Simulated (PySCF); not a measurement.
## Atomic charges against the basis set

Species: C3H7N.
Geometry (PBE0-D3(BJ)/def2-SVP, Å), atoms numbered from 1 in this order:
```
atom  x, y, z in Å
C1     1.3993    0.1675    0.0494
N2     0.1173    0.3088   -0.5894
C3    -1.0358    0.4570    0.2598
C4    -0.7977   -0.7988   -0.4953
H5     2.0989   -0.3428   -0.6306
H6     1.3613   -0.4104    0.9989
H7     1.8139    1.1624    0.2741
H8    -0.8861    0.4159    1.3478
H9    -1.7967    1.1743   -0.0674
H10   -0.4891   -1.6767    0.0894
H11   -1.3781   -1.0327   -1.3947
```

PBE0 throughout (PySCF), one geometry, spherical d and f functions. Isolated species at its PBE0-D3(BJ)/def2-SVP geometry, gas phase. Atoms taken as equivalent share a column and are averaged.

Mulliken charges (e):

```
        basis  functions      C1      N2   C3/C4  H5/H6/H7  H8/H9/H10/H11
       STO-3G         27  -0.152  -0.246  -0.109    +0.085         +0.090
        6-31G         50  -0.344  -0.410  -0.226    +0.166         +0.177
     pcSseg-0         50  -0.368  -0.774  -0.243    +0.223         +0.240
       6-31G*         70  -0.379  -0.337  -0.249    +0.169         +0.177
     def2-SVP         91  +0.059  -0.359  -0.012    +0.035         +0.055
      cc-pVDZ         91  +0.015  -0.273  -0.015    +0.037         +0.044
     pcSseg-1        103  -0.109  -0.463  -0.123    +0.105         +0.126
6-311+G(2d,p)        150  -0.351  -0.082  -0.210    +0.133         +0.113
  aug-cc-pVDZ        155  +0.734  -0.423  +1.035    -0.197         -0.447
    def2-TZVP        166  -0.282  -0.194  -0.163    +0.118         +0.112
     IGLO-III        210  -0.283  -0.182  -0.133    +0.111         +0.100
      cc-pVTZ        218  -0.168  -0.160  -0.137    +0.079         +0.091
```

IAO charges (e):

| basis | functions | C1 | N2 | C3/C4 | H5/H6/H7 | H8/H9/H10/H11 |
| --- | --- | --- | --- | --- | --- | --- |
| STO-3G | 27 | -0.325 | -0.194 | -0.210 | +0.134 | +0.134 |
| 6-31G | 50 | -0.331 | -0.248 | -0.212 | +0.140 | +0.146 |
| pcSseg-0 | 50 | -0.312 | -0.266 | -0.200 | +0.137 | +0.142 |
| 6-31G* | 70 | -0.298 | -0.261 | -0.189 | +0.130 | +0.136 |
| def2-SVP | 91 | -0.288 | -0.257 | -0.181 | +0.127 | +0.132 |
| cc-pVDZ | 91 | -0.296 | -0.257 | -0.191 | +0.130 | +0.136 |
| pcSseg-1 | 103 | -0.296 | -0.266 | -0.188 | +0.131 | +0.137 |
| 6-311+G(2d,p) | 150 | -0.306 | -0.274 | -0.196 | +0.135 | +0.142 |
| aug-cc-pVDZ | 155 | -0.305 | -0.273 | -0.196 | +0.134 | +0.142 |
| def2-TZVP | 166 | -0.305 | -0.272 | -0.195 | +0.134 | +0.141 |
| IGLO-III | 210 | -0.307 | -0.274 | -0.196 | +0.135 | +0.142 |
| cc-pVTZ | 218 | -0.306 | -0.269 | -0.196 | +0.134 | +0.141 |

Hirshfeld charges (e):

| basis | functions | C1 | N2 | C3/C4 | H5/H6/H7 | H8/H9/H10/H11 |
| --- | --- | --- | --- | --- | --- | --- |
| STO-3G | 27 | +0.020 | -0.170 | -0.002 | +0.019 | +0.025 |
| 6-31G | 50 | -0.051 | -0.147 | -0.043 | +0.037 | +0.044 |
| pcSseg-0 | 50 | -0.059 | -0.122 | -0.044 | +0.035 | +0.041 |
| 6-31G* | 70 | -0.053 | -0.138 | -0.044 | +0.035 | +0.043 |
| def2-SVP | 91 | -0.067 | -0.117 | -0.049 | +0.037 | +0.042 |
| cc-pVDZ | 91 | -0.064 | -0.112 | -0.049 | +0.036 | +0.042 |
| pcSseg-1 | 103 | -0.067 | -0.128 | -0.050 | +0.039 | +0.045 |
| 6-311+G(2d,p) | 150 | -0.068 | -0.137 | -0.054 | +0.041 | +0.048 |
| aug-cc-pVDZ | 155 | -0.075 | -0.131 | -0.058 | +0.042 | +0.049 |
| def2-TZVP | 166 | -0.072 | -0.130 | -0.055 | +0.041 | +0.047 |
| IGLO-III | 210 | -0.076 | -0.131 | -0.057 | +0.042 | +0.049 |
| cc-pVTZ | 218 | -0.073 | -0.124 | -0.055 | +0.040 | +0.046 |

ESP-fitted charges (e):

```
        basis  functions      C1      N2   C3/C4  H5/H6/H7  H8/H9/H10/H11
       STO-3G         27  -0.357  -0.182  -0.219    +0.143         +0.137
        6-31G         50  -0.216  -0.318  -0.236    +0.120         +0.162
     pcSseg-0         50  -0.332  -0.307  -0.264    +0.153         +0.177
       6-31G*         70  -0.280  -0.215  -0.254    +0.124         +0.158
     def2-SVP         91  -0.223  -0.226  -0.224    +0.109         +0.143
      cc-pVDZ         91  -0.251  -0.188  -0.234    +0.112         +0.143
     pcSseg-1        103  -0.232  -0.248  -0.238    +0.115         +0.153
6-311+G(2d,p)        150  -0.295  -0.192  -0.277    +0.127         +0.165
  aug-cc-pVDZ        155  -0.280  -0.190  -0.266    +0.122         +0.159
    def2-TZVP        166  -0.303  -0.181  -0.266    +0.127         +0.159
     IGLO-III        210  -0.268  -0.199  -0.261    +0.119         +0.158
      cc-pVTZ        218  -0.290  -0.181  -0.259    +0.123         +0.155
```

Some averages cover members that differ in this geometry, most widely: H5/H6/H7, Mulliken in IGLO-III +0.064 to +0.134; C3/C4, ESP-fitted in aug-cc-pVDZ -0.300 to -0.231; C3/C4, ESP-fitted in 6-311+G(2d,p) -0.311 to -0.242; C3/C4, ESP-fitted in 6-31G -0.271 to -0.202 e.

Question: Which scheme is steadiest as the basis changes?

Answer: Largest range over the bases for any column: IAO 0.08 e, Hirshfeld 0.10 e, ESP-fitted 0.14 e, Mulliken 1.28 e. IAO charges move least and Mulliken charges most, counted in e. Without the minimal STO-3G basis the ranges are IAO 0.04, Hirshfeld 0.04, ESP-fitted 0.14, Mulliken 1.28 e.

Question: How much do the charges still move between the two largest bases, IGLO-III and cc-pVTZ?

Answer: At most, over all atoms: Mulliken 0.115 e, IAO 0.005 e, Hirshfeld 0.007 e, ESP-fitted 0.023 e.

Question: What do the same runs give for the total energy, the frontier levels and the dipole moment?

Answer: 
| basis | energy (Eh) | HOMO (eV) | LUMO (eV) | μ (D) |
| --- | --- | --- | --- | --- |
| STO-3G | -170.9014 | -4.22 | 7.35 | 1.40 |
| 6-31G | -172.9549 | -6.26 | 2.90 | 1.52 |
| pcSseg-0 | -172.5980 | -6.42 | 2.35 | 1.70 |
| 6-31G* | -173.0189 | -6.47 | 2.98 | 1.23 |
| def2-SVP | -172.8972 | -6.58 | 2.07 | 1.18 |
| cc-pVDZ | -173.0307 | -6.54 | 2.14 | 1.04 |
| pcSseg-1 | -172.9999 | -6.69 | 1.70 | 1.24 |
| 6-311+G(2d,p) | -173.0709 | -6.78 | 0.51 | 1.15 |
| aug-cc-pVDZ | -173.0425 | -6.75 | 0.05 | 1.11 |
| def2-TZVP | -173.0849 | -6.74 | 1.54 | 1.11 |
| IGLO-III | -173.0892 | -6.76 | 1.00 | 1.12 |
| cc-pVTZ | -173.0815 | -6.70 | 1.47 | 1.07 |

The dipole is fixed by the density alone, so its range of 0.66 D shows that the density itself changes with the basis, not only its division among atoms.
